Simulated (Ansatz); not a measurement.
bcc Fe was calculated with r²SCAN in Ansatz (PAW).

A relaxed, unreconstructed slab of the (211) face has 12 atoms, two equal faces of 10.067 Å² each and an energy of -53827.4737 eV. A bulk cell of 6 atoms with the same orientation and in-plane k mesh has -26915.3538 eV. Energies are extrapolated to zero smearing.

Numerical settings: plane-wave cutoff 500 eV, 14×22×1 k mesh (along the axes of the cell as run), Fermi–Dirac smearing 0.1 eV, spin-polarised with parallel moments, scalar-relativistic PAW data made under PBE.

Worked out: γ = (E_slab − N E_bulk per atom)/2A = [-53827.4737 − 12 × (-26915.3538/6)]/(2 × 10.067) = 0.1606 eV/Å². With 16.022 J/m² per eV/Å² this is 2.57 J/m², or 1.62 eV per surface cell and face.

Note: a magnet's gap depends somewhat on the PAW data.

Ansatz is an electronic-structure program.
